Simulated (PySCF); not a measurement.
Protonation sites of formaldehyde

System: formaldehyde, `C=O` (CH2O). Coordinates in Å; atoms count from 1 in this order:
```
C     0.0072    0.0023   -0.0113
O     1.1844   -0.2092   -0.0268
H    -0.7518   -0.8210    0.0075
H    -0.4183    1.0383   -0.0146
```

Energies: PBE0-D3(BJ)/def2-TZVP (PySCF, density fitting, integration grid level 2) on PBE0-D3(BJ)/def2-SVP structures. Thermal corrections: PBE0-D3(BJ)/def2-SVP frequencies, unscaled, ideal gas at 298.15 K and 1 bar, quasi-RRHO entropy.

```csv
site,product,PA / eV,GB / eV
O2 (carbonyl oxygen),C=[OH+],7.41,7.10
```

PA is −ΔH and GB is −ΔG of B + H⁺ → BH⁺ in the gas phase.

In ethanol the product from O2 is solvated 3.05 eV more strongly than the parent (electrostatics only).

In toluene the product from O2 is solvated 1.84 eV more strongly than the parent (electrostatics only).

Against the Active Thermochemical Tables (version 1.112): O2 711 (computed 715, error 4) kJ/mol.

Measured values (NIST Chemistry WebBook, evaluated or the median of agreeing entries): proton affinity (−ΔH) 713 kJ/mol (computed 715, difference 2); gas-phase basicity (−ΔG) 683 kJ/mol (computed 685, difference 2).
